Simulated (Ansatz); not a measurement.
Structure optimisation: rhodium, fcc

Method: DFT, r2SCAN, plane waves (500 eV) with PAW, scalar-relativistic (Ansatz). (PAW data from PBE, frozen cores regenerated.)

k-point mesh 14×14×14, Fermi-Dirac smearing 0.1 eV, no spin polarisation. Cell and atoms relax.

Starting structure:

```
Rh
1.0
     0.00000    1.90155    1.90155
     1.90155    0.00000    1.90155
     1.90155    1.90155    0.00000
Rh
1
Direct
  0.00000 0.00000 0.00000
```

Problem. What cell does the relaxation end in?

Solution. Fm-3m with a = 3.802 Å; 13.74 Å³ per atom against 13.75 at the start (-0.1 %).

Problem. How much energy does the relaxation gain?

Solution. 0.0 meV per atom.

Path of the relaxation (the plane waves are chosen anew near the end, which can shift the energy a little):

| step | E − E(final) (meV/atom) | V (Å³/atom) | P (GPa) | max force (eV/Å) |
| --- | --- | --- | --- | --- |
| 0 | 0.02 | 13.752 | -0.33 | 0.000 |
| 1 | 0.00 | 13.722 | 0.27 | 0.000 |
| 2 | 0.00 | 13.735 | 0.00 | 0.000 |
| 3 | 0.00 | 13.735 | 0.00 | 0.000 |
